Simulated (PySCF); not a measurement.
Silicon dioxide, SiO2.
SMILES: `O=[Si]=O`

Method used: PBE0-D3(BJ)/def2-SVP geometry optimisation, gas phase (PySCF 2.14.0).

Take the most abundant isotopes and a rigid rotor. 

Task: What are the moment of inertia and the rotational constant?

Result: I = 73.752 u·Å², B = 505379 MHz·u·Å²/I = 6852 MHz (0.2286 cm⁻¹, or 0.329 K as hB/k).

Task: List the first levels of a rigid rotor in a Σ state.

Result: E(J) = BJ(J+1): J = 1: 0.457, J = 2: 1.371, J = 3: 2.743, J = 4: 4.571, J = 5: 6.857, J = 6: 9.600 cm⁻¹. The exchanged nuclei have no spin, so only every second level exists.

Task: Has it a pure rotational spectrum?

Result: Not by electric dipole: D∞h allows no dipole (computed 0.00 D). Rotational Raman lines (ΔJ = 2) lie at B(4J + 6), spaced by 8B = 1.829 cm⁻¹ as every second level is missing.

Task: Estimate the classical rotational partition function at 50 K, 100 K and 298.15 K.

Result: Point group D∞h, symmetry number σ = 2; q = kT/(σhB), k/h = 20836.6 MHz/K: 76.0 at 50 K, 152 at 100 K, 453 at 298.15 K.

Whether it is a minimum is left open (no frequencies). No vibrational averaging or centrifugal distortion is included, and the geometry carries the error of its method.
